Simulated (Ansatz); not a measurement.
Two shapes of singlet CH₃(+).

Shape 1:

```xyz
4

C     0.0336   -0.0010    0.0370
H     1.1130   -0.0120    0.0477
H    -0.5226    0.9853   -0.0280
H    -0.5979   -0.9391    0.0102
```

Shape 2:

```xyz
4

C     0.0000    0.0000    0.0000
H     1.0157    0.0000    0.0000
H    -0.5079    0.8797    0.0000
H    -0.5079   -0.8797    0.0000
```

Basis set: def2-TZVP (spherical functions). Frozen core: 1 orbital. Charge 1, multiplicity 1.

Computed with Ansatz (development build ahead of 0.2.0); each method stands on the lowest determinant of its kind that the runs found.

Q: Which shape is lower in energy, and by how much in each method?

A:

```json
{"method": "RHF", "E(2) − E(1) (eV)": "0.156"}
{"method": "RHF-MP2", "E(2) − E(1) (eV)": "0.243"}
```

Shape 1 is lower.
